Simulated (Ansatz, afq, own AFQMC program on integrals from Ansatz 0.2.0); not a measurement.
AFQMC on a folder of integrals that Ansatz 0.2.0 wrote.

```yaml
crystal:
  periodic: [false, false, false]
  atoms:
    - {symbol: Si, position_ang: [0.000000, -0.549460, 1.487726]}
    - {symbol: Al, position_ang: [0.000000, -0.422103, -2.704340]}
    - {symbol: H, position_ang: [0.000000, 0.971563, 1.216615]}
basis:
  gaussian: {orbitals: 6-31G}
magnetization: {spin_polarized: false}
correlation: {method: ccsd_t, electrons: outside_noble_gas, hamiltonian_folder: ham}
```

```sh
$ ansatz run in.yaml --threads 1 --pin off --events-out ev --progress --plain --max-ram 24576MiB --backend cuda --devices 0, --max-vram 18GiB
```

Options of the walk:

```
--method phaseless --trial mp1 --walkers 80 --populations 1 --least-time 40 --time-step 0.04 --steps-per-block 50 --equilibration-blocks 2 --max-blocks 20 --target-error 0.00136 --factor-cut 1e-05 --seed 2159 --taylor-order 6
```

Times are imaginary, in 1/Eh. The walk had a cap of 60 s.

Output of the walk:

```
orbitals 18  electrons 4 4  factors 96 of 310
reference energy -531.21551173 Eh
CCSD correlation -0.11605999 Eh in 19 cycles, weight of the determinant in the CISD state 0.7673
energy of the start -531.289810 Eh
 block  time / (1/Eh)  mean weight  energy / Eh
     1     2.000  0.9987  -531.313638
     2     4.000  0.9974  -531.327444
     3     6.000  0.9993  -531.338361
     4     8.000  1.0036  -531.329637
     5    10.000  1.0018  -531.329022
     7    14.000  1.0030  -531.348088
     9    18.000  0.9974  -531.337086
    11    22.000  1.0054  -531.329671
    13    26.000  1.0057  -531.323557
    15    30.000  0.9974  -531.338815
    17    34.000  1.0034  -531.329391
    18    36.000  1.0069  -531.323502
    19    38.000  0.9862  -531.335655
    21    42.000  0.9920  -531.334928
    22    44.000  1.0006  -531.333677
blocks merged  error / Eh  count
     1  0.001449  20
     2  0.001611  10
energy -531.331886 +/- 0.001449 Eh
(rows thinned)
```

The run failed at least one of its tests; the cautions name the faults.

Against this walk (error 39.4 meV) on the same determinant: CCSD(T) 61.8 meV lower (within the noise), CCSDT(Q) 82.5 meV lower, CCSDTQ 85.6 meV lower, full CI 85.9 meV lower, a separate phaseless walk with a CISD trial and standard settings 37.7 ± 39.7 meV lower (within the noise). The error is statistical and leaves out the bias of the constraint. The determinant is a poor start (see the cautions), so the low cluster orders aren't to be relied on, and full CI is the sure value.

Cautions: constraint bias not in the error; error not settled; error above the target (39.4 against 37.0 meV); higher spins were not checked; restricted determinant unstable towards unrestricted (UHF 1.01 eV lower, ⟨S²⟩ 1.02); strong correlation (T1 0.037, weight of the determinant 0.77, largest double 0.40); the CCSD(T) amplitudes may be one of several solutions (largest double 0.40); the CCSDT(Q) amplitudes may be one of several solutions (largest double 0.43); the CCSDTQ amplitudes may be one of several solutions (largest double 0.43); CCSDTQ on the UHF determinant differs (36 meV lower), perhaps since the unrestricted series falls towards higher spin; the bias of populations of 80 walkers isn't removed; the time-step error isn't removed.

The walk took 4.3 s on 1 × NVIDIA H100 80GB HBM3 with 2 threads of AMD EPYC 7R13 Processor (Zen 3) (shared host) (the card was shared). The log's last line is the phaseless energy.

CCSDT and higher add their correlation energy to the determinant of the CCSD(T) run, since their own runs factorise the integrals more tightly (a shift of under 2 meV). A walk keeps the symmetry of its determinant, which the program's search chose and which needn't be the lowest solution, so a lower state of the same spin and another symmetry isn't excluded.
